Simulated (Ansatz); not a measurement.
Molecule (SMILES): C#C (C2H2).
Atoms: C1, C2, H3, H4. Bonds: C1-C2, C1-H4, C2-H3.

Basis-set convergence of the harmonic zero-point energy at PBE with Ansatz (a first-principles code). Each level at its own minimum, finite differences of forces, unscaled; the reference is a large set that could be run, not a limit. Cartesian d functions, on some or all atoms, in 6-31G*, 6-31+G*; all else is spherical. No added dispersion term, no relativity. Reference: the value in aug-pcseg-2, 16.42 kcal/mol, itself unsure by roughly 0.02 kcal/mol (its mean distance from aug-cc-pVTZ, def2-TZVPPD). Deviations are taken from unrounded values.

```json
[
 {"basis": "6-31G*", "functions": "34", "harmonic zero-point energy (kcal/mol)": "16.09"},
 {"basis": "6-31+G*", "functions": "42", "harmonic zero-point energy (kcal/mol)": "16.20"},
 {"basis": "cc-pVDZ", "functions": "38", "harmonic zero-point energy (kcal/mol)": "16.41"},
 {"basis": "aug-cc-pVDZ", "functions": "64", "harmonic zero-point energy (kcal/mol)": "16.01"},
 {"basis": "def2-SVP", "functions": "38", "harmonic zero-point energy (kcal/mol)": "16.53"},
 {"basis": "def2-SVPD", "functions": "56", "harmonic zero-point energy (kcal/mol)": "16.33"},
 {"basis": "pcseg-1", "functions": "38", "harmonic zero-point energy (kcal/mol)": "16.45"},
 {"basis": "aug-pcseg-1", "functions": "64", "harmonic zero-point energy (kcal/mol)": "16.24"},
 {"basis": "6-311G**", "functions": "48", "harmonic zero-point energy (kcal/mol)": "16.38"},
 {"basis": "6-311+G**", "functions": "56", "harmonic zero-point energy (kcal/mol)": "16.41"},
 {"basis": "def2-TZVP", "functions": "74", "harmonic zero-point energy (kcal/mol)": "16.24"},
 {"basis": "def2-TZVPD", "functions": "92", "harmonic zero-point energy (kcal/mol)": "16.38"},
 {"basis": "cc-pVTZ", "functions": "88", "harmonic zero-point energy (kcal/mol)": "16.37"},
 {"basis": "aug-cc-pVTZ", "functions": "138", "harmonic zero-point energy (kcal/mol)": "16.42"},
 {"basis": "pcseg-2", "functions": "88", "harmonic zero-point energy (kcal/mol)": "16.40"},
 {"basis": "aug-pcseg-2", "functions": "138", "harmonic zero-point energy (kcal/mol)": "16.42"},
 {"basis": "def2-TZVPP", "functions": "90", "harmonic zero-point energy (kcal/mol)": "16.40"},
 {"basis": "def2-TZVPPD", "functions": "108", "harmonic zero-point energy (kcal/mol)": "16.46"}
]
```

What the diffuse functions change, pair by pair:
- 6-31G* to 6-31+G*: 8 more functions, deviation -0.33 to -0.22 kcal/mol
- cc-pVDZ to aug-cc-pVDZ: 26 more functions, deviation -0.01 to -0.41 kcal/mol
- def2-SVP to def2-SVPD: 18 more functions, deviation 0.11 to -0.09 kcal/mol
- pcseg-1 to aug-pcseg-1: 26 more functions, deviation 0.03 to -0.18 kcal/mol
- 6-311G** to 6-311+G**: 8 more functions, deviation -0.04 to -0.01 kcal/mol
- def2-TZVP to def2-TZVPD: 18 more functions, deviation -0.18 to -0.04 kcal/mol
- cc-pVTZ to aug-cc-pVTZ: 50 more functions, deviation -0.05 to 0.00 kcal/mol
- pcseg-2 to aug-pcseg-2: 50 more functions, deviation -0.03 to 0.00 kcal/mol
- def2-TZVPP to def2-TZVPPD: 18 more functions, deviation -0.02 to 0.04 kcal/mol

Leaving out the reference's own pair, they bring the value nearer the reference by more than 0.02 kcal/mol in 5 of 8 pairs.
